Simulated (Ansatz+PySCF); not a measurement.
A calculation with Ansatz (development build ahead of 0.2.0).

```yaml
crystal:
  periodic: [false, false, false]
  atoms:
    - { symbol: C, position_ang: [0.0, -0.28402, -1.08846] }
    - { symbol: C, position_ang: [0.0, 0.59399, 0.11388] }
    - { symbol: C, position_ang: [0.0, -0.17731, 1.39116] }
    - { symbol: H, position_ang: [-0.88111, -0.92608, -1.09887] }
    - { symbol: H, position_ang: [0.88111, -0.92608, -1.09887] }
    - { symbol: H, position_ang: [0.0, 0.31016, -2.0033] }
    - { symbol: H, position_ang: [0.87696, 1.2438, 0.07394] }
    - { symbol: H, position_ang: [-0.87696, 1.2438, 0.07394] }
    - { symbol: H, position_ang: [-0.9244, -0.53912, 1.81829] }
    - { symbol: H, position_ang: [0.9244, -0.53912, 1.81829] }
basis:
  gaussian: { orbitals: cc-pVTZ }
magnetization:
  initial_magnetization: 1
hamiltonian:
  xc: hf
correlation:
  method: mp2
  frozen_orbitals: { C: 1, H: 0 }
output:
  forces: true
```

The input is written out in the form of the current development build from the run's settings. Correlation on restricted open-shell orbitals is semicanonical, with singles.

The run gave:

| Property | Result |
| --- | --- |
| Converged | yes |
| Reference energy | -117.66930 hartree |
| Correlation energy | -0.50969 hartree |
| Total energy | -118.17900 hartree |
| Spin squared of the determinant | 0.750 |
| Stability test | minimum among restricted orbitals |
| Occupied orbitals by symmetry in an Abelian subgroup (alpha; beta) | 10 A' 3 A''; 9 A' 3 A'' |

Forces (eV/Å):
```tsv
atom	Fx	Fy	Fz
C1	0.000	-0.767	-1.002
C2	0.000	0.764	1.033
C3	0.000	-0.009	0.032
H4	0.051	-0.011	-0.061
H5	-0.051	-0.011	-0.061
H6	0.000	-0.076	-0.012
H7	-0.046	0.019	0.072
H8	0.046	0.019	0.072
H9	0.063	0.036	-0.037
H10	-0.063	0.036	-0.037
```
